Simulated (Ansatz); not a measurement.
Compare A (`CN[SiH3]`) with its isomer B (`C[SiH2]N`).

Isolated molecules relaxed with PBE0-D4/def2-TZVP in Ansatz; ΔE leaves out vibrations. CCSD(T)/CBS adds triple-zeta CCSD(T) − MP2 to the extrapolated MP2 energy (def2 sets, frozen cores). DFT in def2-TZVPP. B3LYP here is the variant with VWN-RPA as its local correlation; programs differ in this. One conformer a species, not always the lowest.

A:

```xyz
10

C     0.005    0.373    1.347
N    -0.576    0.312    0.023
Si    0.157   -0.524   -1.283
H    -0.766    0.538    2.105
H     0.483   -0.583    1.580
H     0.767    1.157    1.460
H    -1.161    1.102   -0.198
H     0.396   -1.934   -0.870
H     1.476    0.020   -1.731
H    -0.781   -0.460   -2.434
```

B:

```xyz
10

C    -0.941    0.000    1.035
Si    0.021    0.482   -0.496
N     1.332   -0.544   -0.929
H    -1.749    0.715    1.221
H    -0.297   -0.016    1.917
H    -1.388   -0.991    0.924
H     0.587    1.843   -0.285
H    -0.916    0.499   -1.653
H     2.188   -0.537   -0.399
H     1.164   -1.450   -1.334
```

**Question.** Which is lower in electronic energy at CCSD(T)/CBS, and by how much? (An estimate is asked.)

**Answer.** The calculation gave: B, by 86.2 kJ/mol.

**Question.** Give E(B) − E(A) in kJ/mol with CCSD/def2-TZVPP, HF/def2-TZVPP, ωB97M-V, MP2/def2-TZVPP, B2PLYP, PBE0-D4, B3LYP-D4. (An estimate is asked.)

**Answer.** Computed: CCSD/def2-TZVPP -82.6, HF/def2-TZVPP -76.5, ωB97M-V -85.9, MP2/def2-TZVPP -87.2, B2PLYP -83.3, PBE0-D4 -83.8, B3LYP-D4 -80.7. None reverses the order clearly.

**Question.** Does the order hold for the free energy at 298.15 K (harmonic terms from PBE0-D4)? (An estimate is asked.)

**Answer.** Ansatz gave: Yes: G(B) − G(A) = -86.0 kJ/mol, for one conformer each.

Largest T1 diagnostic: 0.010.

In def2-TZVPP, CCSD(T) changes the Hartree–Fock value by −6.6 kJ/mol (the triples alone add −0.5 kJ/mol) and MP2 by −10.7 kJ/mol. Leaving LDA and LC-ωPBE aside and taking each functional with its dispersion term where it has one, the values, not all of them listed here, spread over 8.7 kJ/mol, from r2SCAN-D4 to BLYP-D4.
